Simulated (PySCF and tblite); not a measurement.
Results of a calculation; reference values are marked as such.
System: C₅H₉N, numbered as in [CH2:1]=[C:2]1[CH2:3][N:4]([CH3:5])[CH2:6]1.

Motion: pyramidal inversion at N4. GFN2-xTB gives an electronic barrier of 7.0 kcal/mol.

Task: What does PBE0/pcSseg-1 + D3(BJ) give on PBE0-D3(BJ)/def2-SVP geometries?

Result: A barrier of 6.1 kcal/mol, 0.8 below the tight-binding barrier (from unrounded values) and, with GFN2-xTB thermal terms, ΔG‡(298 K) = 4.8 kcal/mol and k = 3.5×10⁹ s⁻¹ (2 equivalent paths).

Task: And the level of the geometries itself, PBE0-D3(BJ)/def2-SVP?

Result: 5.0 kcal/mol.

Programs: tblite and PySCF.
